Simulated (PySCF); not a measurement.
# SF4: calculation against experiment

**Measured values to compare with.**

NIST CCCBDB Release 22 (SRD 101), experimental dipoles lists, for the gas: dipole moment (microwave Stark effect, vibrational ground state) 0.632 ± 0.003 D.

The runs below try to reproduce these values; the comparison stands at the end.

Compound: SF₄.
Numbering: `[F:1][S:2]([F:3])([F:4])[F:5]`

Geometry (PBE0-D3(BJ)/def2-SVP, Å), atoms numbered from 1 in this order:
```xyz
5
SF4 angstrom
F     -0.0367    1.3168   -0.2557
S     -0.2970   -0.1388    0.3032
F     -1.3277   -0.3685   -0.9751
F      0.8815    0.1601    1.4301
F      0.7799   -0.9696   -0.5025
```

Runs made with PySCF (gas phase, on this PBE0-D3(BJ)/def2-SVP geometry; no spin–orbit coupling):

```
                             level                                                                            job  basis functions
PBE0-D3(BJ)/def2-SVP, grid level 1                                    geometry optimisation from an MMFF94s start               74
                   B3LYP/def2-SVPD  10 singlets by full TDDFT, 4 Tamm–Dancoff triplets, polarisability, ΔSCF ions              119
               BHandHLYP/def2-SVPD  10 singlets by full TDDFT, 4 Tamm–Dancoff triplets, polarisability, ΔSCF ions              119
               CAM-B3LYP/def2-SVPD  10 singlets by full TDDFT, 4 Tamm–Dancoff triplets, polarisability, ΔSCF ions              119
                      HF/def2-SVPD        10 singlets by TDHF, 4 Tamm–Dancoff triplets, polarisability, ΔSCF ions              119
                 LC-wPBE/def2-SVPD  10 singlets by full TDDFT, 4 Tamm–Dancoff triplets, polarisability, ΔSCF ions              119
                     LDA/def2-SVPD  10 singlets by full TDDFT, 4 Tamm–Dancoff triplets, polarisability, ΔSCF ions              119
                     PBE/def2-SVPD  10 singlets by full TDDFT, 4 Tamm–Dancoff triplets, polarisability, ΔSCF ions              119
                       PBE0/6-31G*             10 singlets by full TDDFT, 4 Tamm–Dancoff triplets, polarisability               74
                    PBE0/def2-SVPD  10 singlets by full TDDFT, 4 Tamm–Dancoff triplets, polarisability, ΔSCF ions              119
                    PBE0/def2-TZVP             10 singlets by full TDDFT, 4 Tamm–Dancoff triplets, polarisability              161
                 wB97X-D/def2-SVPD  10 singlets by full TDDFT, 4 Tamm–Dancoff triplets, polarisability, ΔSCF ions              119
```

All basis functions are spherical.

**Comparison with experiment**

**Dipole moment.** Measured: 0.632 D (NIST CCCBDB Release 22 (SRD 101), experimental dipoles).

```csv
level,computed (D),computed − measured (D),% (from the printed values)
PBE0-D3(BJ)/def2-SVP,0.966,+0.334,+53
B3LYP/def2-SVPD,0.874,+0.242,+38
BHandHLYP/def2-SVPD,0.967,+0.335,+53
CAM-B3LYP/def2-SVPD,0.899,+0.267,+42
HF/def2-SVPD,1.032,+0.400,+63
LC-wPBE/def2-SVPD,0.825,+0.193,+31
LDA/def2-SVPD,0.767,+0.135,+21
PBE/def2-SVPD,0.734,+0.102,+16
PBE0/6-31G*,0.790,+0.158,+25
PBE0/def2-SVPD,0.826,+0.194,+31
PBE0/def2-TZVP,0.778,+0.146,+23
wB97X-D/def2-SVPD,0.840,+0.208,+33
```

12 of the 13 levels run are shown, the closest and the furthest among them. Closest is PBE/def2-SVPD (+0.102 D), furthest HF/def2-SVPD (+0.400 D); one molecule doesn't rank methods. All 13 levels lie above the measurement. The computed dipoles belong to one fixed geometry; measured ones are averaged over vibrations unless marked μe. Magnitudes are compared, not signs.

The geometry is computed, not the measured one. Where a level misses, the cause wasn't examined.
